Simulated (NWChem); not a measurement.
Program: NWChem. System: C2H5O, charge 0, spin multiplicity 2, at a geometry optimised with UPBE/def2-SVP. The structure started from a generated list of species. Its SCF solution wasn't tested for a lower state. Level: UHF/STO-3G.

Job file:

```
start mol
memory heap 200 mb stack 900 mb global 1100 mb
geometry units angstroms nocenter noautoz
  C     -1.183877     0.252963     0.000000
  C      0.342079     0.357036     0.000000
  O      1.044934    -0.789082     0.000000
  H     -1.660050     1.254915     0.000000
  H     -1.532779    -0.299922    -0.895297
  H     -1.532779    -0.299922     0.895297
  H      0.708461     0.998795     0.860632
  H      0.708461     0.998795    -0.860632
  symmetry group Cs
end
basis spherical
  * library sto-3g
end
scf
  uhf
  nopen 1
  maxiter 100
  thresh 1e-7
  semidirect memsize 60000000 filesize 0
  # guess.movecs holds the orbitals of an unrestricted PBE0 run
  vectors input guess.movecs output mol.movecs
end
task scf energy
```

Output (cleaned and shortened):

```
             Northwest Computational Chemistry Package (NWChem) 7.3.0
             --------------------------------------------------------

                                NWChem Input Module
                                -------------------

 Scaling coordinates for geometry "geometry" by  1.889725989
 (inverse scale =  0.529177249)

 Turning off AUTOSYM since
 SYMMETRY directive was detected!

                             Geometry "geometry" -> ""
                             -------------------------

 Output coordinates in angstroms (scale by  1.889725989 to convert to a.u.)

  No.       Tag          Charge          X              Y              Z
 ---- ---------------- ---------- -------------- -------------- --------------
    1 C                    6.0000    -1.18387700     0.25296300     0.00000000
    2 C                    6.0000     0.34207900     0.35703600     0.00000000
    3 O                    8.0000     1.04493400    -0.78908200     0.00000000
    4 H                    1.0000    -1.66005000     1.25491500     0.00000000
    5 H                    1.0000    -1.53277900    -0.29992200    -0.89529700
    6 H                    1.0000    -1.53277900    -0.29992200     0.89529700
    7 H                    1.0000     0.70846100     0.99879500     0.86063200
    8 H                    1.0000     0.70846100     0.99879500    -0.86063200

 Effective nuclear repulsion energy (a.u.)      73.9619908764

            Nuclear Dipole moment (a.u.)
            ----------------------------
        X                 Y               Z
 ---------------- ---------------- ----------------
    -0.0000037795    -0.0000018897     0.0000000000

      Symmetry information
      --------------------

 Group name             Cs
 Group number              2
 Group order               2
 No. of unique centers     6

      Symmetry unique atoms

     1    2    3    4    5    7


 Summary of "ao basis" -> "" (spherical)
 ------------------------------------------------------------------------------
       Tag                 Description            Shells   Functions and Types
 ---------------- ------------------------------  ------  ---------------------
 *                           sto-3g                   on all atoms

 Summary of "ao basis" -> "ao basis" (spherical)
 ------------------------------------------------------------------------------
       Tag                 Description            Shells   Functions and Types
 ---------------- ------------------------------  ------  ---------------------
 C                           sto-3g                  3        5   2s1p
 O                           sto-3g                  3        5   2s1p
 H                           sto-3g                  1        1   1s

                                 NWChem SCF Module
                                 -----------------

  ao basis        = "ao basis"
  functions       =    20
  atoms           =     8
  alpha electrons =    13
  beta  electrons =    12
  charge          =   0.00
  wavefunction    = UHF
  use symmetry    = T
  symmetry adapt  = T

 Summary of "ao basis" -> "ao basis" (spherical)
 ------------------------------------------------------------------------------
       Tag                 Description            Shells   Functions and Types
 ---------------- ------------------------------  ------  ---------------------
 C                           sto-3g                  3        5   2s1p
 O                           sto-3g                  3        5   2s1p
[...]
                     UHF Final Beta Molecular Orbital Analysis
                     -----------------------------------------

 Vector   10  Occ=1.000000D+00  E=-4.633002D-01  Symmetry=a"
              MO Center= -4.9D-01,  2.6D-01,  4.8D-16, r^2= 2.3D+00
   Bfn.  Coefficient  Atom+Function         Bfn.  Coefficient  Atom+Function
  ----- ------------  ---------------      ----- ------------  ---------------
     5      0.421629  1 C  pz                10     -0.421412  2 C  pz
    17     -0.348822  5 H  s                 18      0.348822  6 H  s
    19     -0.303506  7 H  s                 20      0.303506  8 H  s

 Vector   11  Occ=1.000000D+00  E=-4.574909D-01  Symmetry=a'
              MO Center=  2.1D-01, -1.3D-01,  8.4D-17, r^2= 2.5D+00
   Bfn.  Coefficient  Atom+Function         Bfn.  Coefficient  Atom+Function
  ----- ------------  ---------------      ----- ------------  ---------------
    14      0.472642  3 O  py                 9     -0.391828  2 C  py
    12     -0.341770  3 O  s                 13     -0.331990  3 O  px
    16      0.320054  4 H  s                  4      0.294009  1 C  py
     8      0.156234  2 C  px

 Vector   12  Occ=1.000000D+00  E=-3.305233D-01  Symmetry=a'
              MO Center=  7.1D-01, -4.6D-01,  7.6D-17, r^2= 1.4D+00
   Bfn.  Coefficient  Atom+Function         Bfn.  Coefficient  Atom+Function
  ----- ------------  ---------------      ----- ------------  ---------------
    13      0.751092  3 O  px                14      0.484565  3 O  py
     3      0.311441  1 C  px                19     -0.174722  7 H  s
    20     -0.174722  8 H  s                  8     -0.169651  2 C  px

 Vector   13  Occ=0.000000D+00  E= 3.280819D-01  Symmetry=a"
              MO Center=  9.8D-01, -5.0D-01, -6.6D-17, r^2= 1.0D+00
   Bfn.  Coefficient  Atom+Function         Bfn.  Coefficient  Atom+Function
  ----- ------------  ---------------      ----- ------------  ---------------
    15      0.910858  3 O  pz                19     -0.368024  7 H  s
    20      0.368024  8 H  s                 10      0.197438  2 C  pz

 Vector   14  Occ=0.000000D+00  E= 6.076296D-01  Symmetry=a"
              MO Center= -1.9D-01,  2.7D-01, -9.7D-16, r^2= 2.4D+00
   Bfn.  Coefficient  Atom+Function         Bfn.  Coefficient  Atom+Function
  ----- ------------  ---------------      ----- ------------  ---------------
    10      0.728776  2 C  pz                 5      0.620512  1 C  pz
    19     -0.594952  7 H  s                 20      0.594952  8 H  s
    17      0.551227  5 H  s                 18     -0.551227  6 H  s
    15     -0.334263  3 O  pz

 Vector   15  Occ=0.000000D+00  E= 6.122407D-01  Symmetry=a'
              MO Center= -4.4D-01,  5.1D-01, -1.0D-15, r^2= 2.2D+00
   Bfn.  Coefficient  Atom+Function         Bfn.  Coefficient  Atom+Function
  ----- ------------  ---------------      ----- ------------  ---------------
    16      0.756521  4 H  s                  9     -0.714471  2 C  py
     4     -0.686356  1 C  py                19      0.425834  7 H  s
    20      0.425834  8 H  s                 13      0.304882  3 O  px
    17     -0.295989  5 H  s                 18     -0.295989  6 H  s
    12     -0.291842  3 O  s                 14     -0.292701  3 O  py

 center of mass
 --------------
 x =   0.13752988 y =  -0.11027196 z =   0.00000000

 moments of inertia (a.u.)
 ------------------
          67.819293084535          53.108480089410           0.000000000000
          53.108480089410         168.134051457789           0.000000000000
           0.000000000000           0.000000000000         213.751148974855

  Mulliken analysis of the total density
  --------------------------------------

    Atom       Charge   Shell Charges
 -----------   ------   -------------------------------------------------------
    1 C    6     6.17   1.99  1.19  2.99
    2 C    6     6.00   1.99  1.16  2.84
    3 O    8     8.13   2.00  1.91  4.23
    4 H    1     0.94   0.94
    5 H    1     0.94   0.94
    6 H    1     0.94   0.94
    7 H    1     0.94   0.94
    8 H    1     0.94   0.94

  Mulliken analysis of the alpha density
  --------------------------------------

    Atom       Charge   Shell Charges
 -----------   ------   -------------------------------------------------------
    1 C    6     3.09   1.00  0.60  1.50
    2 C    6     2.92   1.00  0.56  1.36
    3 O    8     4.58   1.00  0.96  2.61
    4 H    1     0.47   0.47
    5 H    1     0.47   0.47
    6 H    1     0.47   0.47
    7 H    1     0.50   0.50
    8 H    1     0.50   0.50

   Mulliken analysis of the beta density
   -------------------------------------

    Atom       Charge   Shell Charges
 -----------   ------   -------------------------------------------------------
    1 C    6     3.08   1.00  0.60  1.49
    2 C    6     3.08   1.00  0.60  1.49
    3 O    8     3.55   1.00  0.94  1.61
    4 H    1     0.47   0.47
    5 H    1     0.47   0.47
    6 H    1     0.47   0.47
    7 H    1     0.44   0.44
    8 H    1     0.44   0.44

   Mulliken analysis of the spin density
   -------------------------------------

    Atom       Charge   Shell Charges
 -----------   ------   -------------------------------------------------------
    1 C    6     0.01   0.00  0.00  0.01
    2 C    6    -0.16  -0.00 -0.03 -0.13
    3 O    8     1.02   0.00  0.02  1.00
    4 H    1    -0.00  -0.00
    5 H    1    -0.00  -0.00
    6 H    1    -0.00  -0.00
    7 H    1     0.07   0.07
    8 H    1     0.07   0.07

       Multipole analysis of the density wrt the origin
       ------------------------------------------------

     L   x y z        total         alpha         beta         nuclear
     -   - - -        -----         -----         ----         -------
     0   0 0 0     -0.000000    -13.000000    -12.000000     25.000000

     1   1 0 0     -0.256413     -1.150397      0.893988     -0.000004
     1   0 1 0      0.444895      0.880237     -0.435340     -0.000002
     1   0 0 1     -0.000000     -0.000000      0.000000      0.000000

     2   2 0 0    -14.098349    -56.165080    -51.870173     93.936905
     2   1 1 0      0.912557     15.006910     12.363458    -26.457812
     2   1 0 1      0.000000      0.000000     -0.000000      0.000000
     2   0 2 0    -13.719013    -25.956090    -23.044661     35.281737
     2   0 1 1     -0.000000     -0.000000     -0.000000      0.000000
     2   0 0 2    -12.627085    -12.413222    -11.228770     11.014906

 Task  times  cpu:        0.1s     wall:        0.1s

 Total times  cpu:        0.1s     wall:        0.1s
```
